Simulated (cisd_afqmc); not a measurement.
Input (AFQMC/CISD/cc-pVTZ; cisd_afqmc is a phaseless AFQMC code with CISD trial states that reads the integrals written by Ansatz):

Ansatz 0.2 input:
```python
import cisd_afqmc

open("ham.yaml", "w").write("""\
crystal:
  periodic: [false, false, false]
  atoms:
    - {symbol: N, position_ang: [0.00456047, 0.00186225, 0.14178543]}
    - {symbol: H, position_ang: [-0.02755881, 0.79955398, -0.50646319]}
    - {symbol: H, position_ang: [-0.00436445, -0.81258975, -0.48603483]}
basis:
  gaussian:
    orbitals: cc-pVTZ
magnetization: {spin_polarized: true, initial_magnetization: 1}
correlation: {method: ccsd, electrons: outside_noble_gas, hamiltonian_folder: ham}
""")
rep = cisd_afqmc.ansatz("ham.yaml")
e_ccsd = rep["correlation"]["coupled_cluster"]["energy"]["hartree"]
out = cisd_afqmc.run("ham", e_ccsd, trial="CISD", walkers=100, populations=8, threads=8, dt=0.005, steps=40, early=24, settle=10, least=32,
    cut=5e-5, rank_cut=2e-4, target=0.0004, seconds=1500, seed=1, memory=17280, gpu=False)
```

Output:

```
orbitals 57, occupied [4, 3], factors 265 of 338, rank of the doubles 197 of 374
E(HF) = -55.585794
E(CCSD) on the cut factors = -55.787937, shift to the whole factors -0.000008
Energy of the trial state on the determinant = -55.787890
  tau behind 7.2 of longer steps, mean of the populations' last blocks
   2.0  -55.79387
   4.0  -55.79350
   6.0  -55.79383
   8.0  -55.79399
blocks 269 (0 outliers left out), error by blocks joined: 1: 0.00013, 2: 0.00015, 4: 0.00018, 8: 0.00021, 16: 0.00023
E(AFQMC/CISD) = -55.79382 +/- 0.00023
```
